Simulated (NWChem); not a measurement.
Species: dimethyl sulfide (C₂H₆S); SMILES CSC

```xyz
9

C     -1.3791     0.0000    -0.5110
S      0.0000     0.0000     0.6507
C      1.3791     0.0000    -0.5110
H     -1.3742    -0.8990    -1.1470
H     -2.3023     0.0000     0.0856
H     -1.3742     0.8990    -1.1470
H      1.3742    -0.8990    -1.1470
H      2.3023     0.0000     0.0856
H      1.3742     0.8990    -1.1470
```
Atoms are numbered in this order, from 1.

Level: PBE0/def2-SVP (NWChem), optimised geometry, unscaled harmonic frequencies. 

```csv
frequency (cm⁻¹),IR intensity (km/mol)
185,0.0
187,1.5
268,0.1
720,3.3
774,0.1
903,0.7
943,0.0
983,7.0
1046,15.4
1321,2.6
1348,0.2
1434,0.0
1442,20.8
1451,22.1
1459,0.8
3047,26.0
3050,25.4
3145,23.7
3153,0.0
3177,5.6
3179,0.3
```

```
Quantity                                                                           Result
-----------------------------------------------------------------------  ----------------
zero-point energy                                                           47.5 kcal/mol
thermal correction to the enthalpy at 298.15 K (with zero-point energy)     51.1 kcal/mol
heat capacity Cv                                                         15.2 cal/(mol K)
entropy at 298.15 K and 1 atm (symmetry number 2)                        67.6 cal/(mol K)
dipole moment                                                                      1.55 D
```

Rigid rotor and harmonic oscillator.
